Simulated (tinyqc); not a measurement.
MP2 on RHF in the sto-3g basis, frozen core, for BH2+, spin multiplicity 1, step by step. One step of it, computed by the program tinyqc.

Question. Orthogonalisation. S = U s U^T; symmetric (Loewdin) form X = U s^(-1/2) U^T, so that X^T S X = 1.

overlap S, lower triangle:
```
           1B 1s     1B 2s    1B 2px     1B 2py    1B 2pz     2H 1s     3H 1s
1B 1s   1.000000
1B 2s   0.269328  1.000000
1B 2px  0.000000  0.000000  1.000000
1B 2py  0.000000  0.000000  0.000000   1.000000
1B 2pz  0.000000  0.000000  0.000000   0.000000  1.000000
2H 1s   0.046575  0.398017  0.000000   0.379960  0.204717  1.000000
3H 1s   0.046575  0.398017  0.000000  -0.379960  0.204717  0.062712  1.000000
```

Give: eigenvalues of S; X.

Answer.

eigenvalues of S: 0.3689  0.4304  0.8655  1.0000  1.0981  1.5069  1.7301

X, lower triangle:
```
          1B 1s    1B 2s  1B 2px   1B 2py   1B 2pz    2H 1s   3H 1s
1B 1s    1.0315
1B 2s   -0.1611   1.1981
1B 2px   0.0000   0.0000  1.0000
1B 2py   0.0000   0.0000  0.0000   1.1488
1B 2pz  -0.0099   0.0845  0.0000   0.0000   1.0422
2H 1s    0.0257  -0.2625  0.0000  -0.2505  -0.1317   1.1771
3H 1s    0.0257  -0.2625  0.0000   0.2505  -0.1317  -0.0131  1.1771
```
